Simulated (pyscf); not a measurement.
Structures and frequencies: ωB97X-D3(BJ)/def2-SVP in PySCF.

### Question
For the elementary gas-phase step ethanol (H₃C–CH₂–OH) + HO–CH₂–Hf(OH)(OH)–OH -> H₃C–CH₂–CH₂–OH + HO–Hf(OH)(OH)–OH (singlet surface; C–O, C–Hf broken, C–C, Hf–O formed), what barrier and reaction energy does ωB97M-D3(BJ)/def2-TZVP give, measured from the separated reactants?

### Answer
ΔE‡ = 50.0 kcal/mol, ΔE = -49.4 kcal/mol. Zero-point energy shifts the barrier by +0.1 kcal/mol. It is a four-centre exchange, with an imaginary mode of 564i cm⁻¹. On the reactant side the descent ends in an adduct with a Hf–O, Hf–O contact (not fully relaxed), 17.0 kcal/mol under the separated species and 65.4 kcal/mol under the saddle at ωB97X-D3(BJ)/def2-TZVP. On the product side the descent ends in an adduct with a Hf–O contact (not fully relaxed), 18.4 kcal/mol under the separated species and 114.0 kcal/mol under the saddle at ωB97X-D3(BJ)/def2-TZVP. What is counted as formed (Hf–O) is already present as a longer contact in the reactant adduct; forming that adduct is a step of its own. From the product side, •H₂C–CH₃ + •H₂C–OH + HO–Hf(OH)(OH)–OH lies, by one bond made or cut, 8.7 kcal/mol under this saddle at ωB97M-D3(BJ)/def2-TZVP. HO–CH₂–Hf(OH)(OH)–OH is closed by a dative Hf–O contact. HO–CH₂–Hf(OH)(OH)–OH lies 38.3 kcal/mol over its isomer H₃C–O–Hf(OH)(OH)–OH (electronic energy, ωB97M-D3(BJ)/def2-TZVP). This is the saddle that the search found; another between the same sides may lie lower. Elements past Kr carry the def2 core potentials, without spin-orbit coupling.
